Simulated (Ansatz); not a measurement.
Born–Oppenheimer molecular dynamics of AlH2O2 (5 atoms, charge -1, multiplicity 1). It starts from a relaxed structure.

All numbers below come from Ansatz, UKS PBE/def2-SVP.

```yaml
ensemble: NVT, Langevin thermostat
time_step: 0.5 fs
steps_asked: 150
set_temperature: 1500 K
friction: 0.05 /fs
seed: 329558
```

First frame:

```xyz
5
Properties=species:S:1:pos:R:3
O -1.252 -1.226 1.273
Al -0.389 -0.344 0.168
O 1.005 0.736 0.457
H -0.619 -0.248 -1.478
H 1.256 1.083 -0.419
```

How far do the bonds stretch over the last three quarters of this one trajectory? (Pairs bonded in most of those frames.)


```
  bond  mean (Å)  spread (Å)  shortest  longest
O1–Al2     1.637       0.052      1.53     1.72
Al2–O3     1.798       0.082      1.67     1.90
Al2–H4     1.759       0.180      1.50     2.07
 O3–H5     0.987       0.054      0.90     1.09
```

Mean temperature of the second half: 1522 K. A run of 0.075 ps of so small a system gives no equilibrium averages. The orbitals stay closed-shell, which can raise the energy where a bond breaks towards radicals; this wasn't checked here. Limits of this set-up: an anion without diffuse functions, the dipole of an ion depends on the origin.

Run time: 3.4 min on 1 thread of Intel(R) Xeon(R) Platinum 8375C CPU @ 2.90GHz (Ice Lake) (shared host), peak memory 0.14 GiB.
